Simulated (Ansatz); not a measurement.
in.yaml

```yaml
crystal:
  periodic: [false, false, false]
  atoms:
    - {symbol: Hf, position_ang: [0.000000, 0.000000, 0.000000]}
    - {symbol: S, position_ang: [0.000000, 0.000000, 1.922000]}
basis:
  gaussian: {orbitals: def2-mTZVP}
magnetization: {spin_polarized: false, initial_magnetization: 6}
correlation: {active_space: {ras: {orbitals: [2, 6, 41], electrons: 10, max_holes: 2, max_particles: 2}, fixed_orbitals: true}}
```

```sh
$ ansatz run in.yaml --threads 1 --pin off --events-out ev --progress --plain --max-ram 2393MiB
```

Problem. What does the program do with this input?

Solution. Converged. The settings were drawn as a stress test.
```
595 factors; integrals over basis functions are off by at most 3.8e-4 eV
mean field evaluation 1: about -12095.1525 eV, gradient 1.6e1 eV
mean field evaluation 2: about -12095.1871 eV, gradient 1.6e1 eV
mean field evaluation 4: about -12096.9497 eV, gradient 2.0e0 eV
mean field evaluation 8: about -12096.9646 eV, gradient 2.8e-1 eV
mean field evaluation 16: about -12096.9898 eV, gradient 4.0e-1 eV
mean field evaluation 32: about -12097.0317 eV, gradient 6.6e-2 eV
mean field evaluation 64: about -12097.0584 eV, gradient 1.6e-3 eV
mean field evaluation 96: about -12096.9138 eV, gradient 3.6e0 eV
mean field evaluation 128: about -12096.9139 eV, gradient 2.7e-2 eV
mean field evaluation 160: about -12096.8891 eV, gradient 6.7e-1 eV
mean field evaluation 192: about -12096.9851 eV, gradient 1.1e-2 eV
mean field evaluation 224: about -12097.0317 eV, gradient 2.9e-2 eV
mean field evaluation 256: about -12097.0317 eV, gradient 2.5e-5 eV
mean field evaluation 288: about -12097.0602 eV, gradient 8.2e-2 eV
mean field evaluation 320: about -12096.6138 eV, gradient 6.9e-1 eV
mean field evaluation 352: about -12096.9048 eV, gradient 4.7e-1 eV
mean field evaluation 384: about -12096.9357 eV, gradient 2.7e-1 eV
mean field evaluation 416: about -12097.0552 eV, gradient 5.9e-1 eV
mean field evaluation 448: about -12096.8259 eV, gradient 1.7e0 eV
mean field evaluation 480: about -12096.9121 eV, gradient 4.2e-1 eV
mean field evaluation 512: about -12096.9649 eV, gradient 5.4e-2 eV
mean field -12097.05836128 eV, -444.5586950963 hartree, gradient 1.6e-8 eV, S^2 12.000000; 26 other end points of the search recorded, 0 dependent functions left out
reference -12097.05836128 eV, -444.5586950963 hartree; 17, 11 occupied and 41, 47 virtual orbitals, 595 factors
state -12100.77986323 eV, -444.6954577705 hartree
Total energy: -12100.77986323 eV, -444.6954577705 hartree
```
